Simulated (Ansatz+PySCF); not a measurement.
Two shapes of singlet C3H6.

Shape 1:

```xyz
9

C     0.0000   -0.4541   -0.1192
C     0.0000   -0.4673    1.2146
C     0.0000    0.7691   -0.9750
H     0.0000   -1.4146   -0.6513
H     0.0000   -1.4047    1.7771
H     0.0000    0.4612    1.7958
H     0.0000    1.6890   -0.3718
H     0.8829    0.7916   -1.6359
H    -0.8829    0.7916   -1.6359
```

Shape 2:

```xyz
9

C    -0.0335   -0.4773   -0.1482
C    -0.0342   -0.4889    1.1852
C     0.0471    0.7572   -0.9871
H    -0.0056   -1.4177   -0.7009
H     0.0077   -1.4373    1.7400
H    -0.0251    0.4952    1.7692
H     0.0451    1.7001   -0.3903
H     0.8919    0.7845   -1.5873
H    -0.8878    0.8368   -1.6569
```

Basis set: def2-SVP (spherical functions). Frozen core: 3 orbitals. Charge 0, multiplicity 1.

Computed with Ansatz (development build ahead of 0.2.0); each method stands on the lowest determinant of its kind that the runs found.

Question: Which shape is lower in energy, and by how much in each method?

Answer:

```tsv
method	E(2) − E(1) (eV)
UHF-MP2	0.197
RHF-CCSD(T)	0.189
PBE (restricted)	0.176
PBE0 (unrestricted)	0.192
r²SCAN (unrestricted)	0.189
```

Shape 1 is lower.
